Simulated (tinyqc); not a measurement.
Starting guesses with DIIS over 6 matrices: SCF starting guesses in the sto-6g basis, for BH, spin multiplicity 3. Computed by the program tinyqc with PySCF. 

Geometry (angstrom):

| atom | x | y | z |
|---|---|---|---|
| B | 0.0000 | 0.0000 | 0.0000 |
| H | 0.0000 | 0.0000 | 1.3060 |

lowest solution found by these runs and by PySCF with stability checks = -24.992195 hartree

UHF with one setting changed at a time; a run stops when the energy changes by less than 1e-09 hartree and the error matrix is below 1e-5. Starts: the lowest orbitals of the core Hamiltonian, of the Wolfsberg-Helmholz matrix (K = 1.75), projected atomic densities, random orbitals, and the highest orbitals of the core Hamiltonian (a deliberately bad start).

Largest element of the error matrix X^T (FDS - SDF) X:

| iteration | core | Wolfsberg-Helmholz | atomic densities | random | highest core orbitals |
|---|---|---|---|---|---|
| 1 | 3.1e-01 | 1.7e-01 | 2.8e-01 | 3.4e+00 | 1.7e-01 |
| 2 | 5.0e-02 | 6.1e-02 | 6.5e-02 | 2.9e-01 | 2.8e-01 |
| 3 | 2.2e-03 | 4.3e-02 | 3.7e-02 | 1.0e-01 | 2.4e-01 |
| 4 | 1.3e-03 | 2.4e-02 | 1.6e-02 | 5.5e-02 | 1.6e-01 |
| 5 | 6.7e-04 | 5.3e-03 | 8.6e-03 | 2.3e-02 | 2.0e-01 |
| 6 | 1.6e-04 | 9.4e-04 | 1.4e-03 | 1.2e-02 | 8.7e-02 |
| 8 | 2.6e-07 | 7.4e-05 | 3.7e-05 | 8.1e-04 | 4.3e-02 |
| 10 | - | 1.3e-07 | 1.8e-07 | 9.6e-05 | 3.6e-03 |
| 14 | - | - | - | 8.4e-07 | 9.5e-07 |

How each run ends:

| run | iterations | E (hartree) | state |
|---|---|---|---|
| core | 8 | -24.99220 | lowest found |
| Wolfsberg-Helmholz | 10 | -24.85017 | higher |
| atomic densities | 10 | -24.99220 | lowest found |
| random | 14 | -24.99220 | lowest found |
| highest core orbitals | 14 | -24.85017 | higher |

3 of 5 runs reach the lowest solution found, in 8 to 14 iterations (fastest: core). Ending on a higher stationary point: Wolfsberg-Helmholz, highest core orbitals; a small error matrix cannot reveal that, and an occupation fixed by the start is kept by symmetry or by the shape of the basin. The first errors are 3e-01, 2e-01, 3e-01, 3e+00, 2e-01; the deliberately bad start has the smallest one, so a small first error does not mark a good start.
